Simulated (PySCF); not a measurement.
BF₃, SMILES B(F)(F)F.

The structure is a stationary point at B3LYP-D3(BJ)/def2-TZVP. The isomer is the one that the SMILES or the coordinates give; other isomers of the formula were not compared.

Two levels are set side by side: PBE/def2-TZVPD (PySCF) and CAM-B3LYP/def2-TZVPD (PySCF). Same geometry, gas phase. Differences are taken from unrounded values.

```json
[
 {"quantity": "orbital gap (eV)", "CAM-B3LYP": "14.10", "PBE": "9.26", "PBE minus CAM-B3LYP": "-4.84"},
 {"quantity": "highest occupied level (eV)", "CAM-B3LYP": "-13.87", "PBE": "-10.06", "PBE minus CAM-B3LYP": "3.82"},
 {"quantity": "lowest empty level (eV)", "CAM-B3LYP": "0.23", "PBE": "-0.79", "PBE minus CAM-B3LYP": "-1.02"},
 {"quantity": "mean polarisability (bohr³)", "CAM-B3LYP": "16.2", "PBE": "17.3", "PBE minus CAM-B3LYP": "1.2"}
]
```

PBE's occupied levels lie high since its potential decays too fast outside the molecule; exact exchange lowers them and widens the gap. PBE's more diffuse valence density responds more strongly to a field. Differences between two approximate levels are no errors against the true value.

Rough cost on one machine, each run with all the roots and properties that it gave: CAM-B3LYP against PBE within a factor of 2.
